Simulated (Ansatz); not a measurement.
Start from `FCOCCCl` and change one atom or group to get `FCOCS`.

Ansatz, PBE0-D4/def2-TZVP geometries, multiplicity 1. Each molecule was computed in one conformer, which needn't be the lowest.

| property | `FCOCCCl` |
| --- | --- |
| size of the dipole moment (ωB97M-V/def2-TZVPP) / D | 1.12 |
| HOMO–LUMO gap (ωB97M-V/def2-TZVPP) / eV | 13.38 |
| HOMO energy (PBE/def2-TZVPP) / eV | -6.95 |
| LUMO energy (B3LYP/def2-TZVPP) / eV | 0.48 |
| HOMO–LUMO gap (B3LYP/def2-TZVPP) / eV | 8.67 |
| LUMO energy (PBE/def2-TZVPP) / eV | -0.31 |

Q: Give the same properties after the change, and the shifts. (Estimate.)

A: The calculation gave: 
```csv
property,`FCOCS`,shift
size of the dipole moment (ωB97M-V/def2-TZVPP) / D,0.94,-0.18
HOMO–LUMO gap (ωB97M-V/def2-TZVPP) / eV,11.79,-1.59
HOMO energy (PBE/def2-TZVPP) / eV,-6.11,0.84
LUMO energy (B3LYP/def2-TZVPP) / eV,0.06,-0.42
HOMO–LUMO gap (B3LYP/def2-TZVPP) / eV,7.17,-1.50
LUMO energy (PBE/def2-TZVPP) / eV,-0.61,-0.30
```

With PBE0 the HOMO rises by 1.09 eV and the LUMO falls by 0.43 eV, so the gap narrows by about 1.52 eV. PBE moves the HOMO by 0.84 eV and ωB97M-V by 1.16 eV. The zero-point energy changes by -53.5 kJ/mol with -6 modes. Dipoles are sizes alone; their direction can turn.

B3LYP here is the variant with VWN-RPA as its local correlation; programs differ in this.
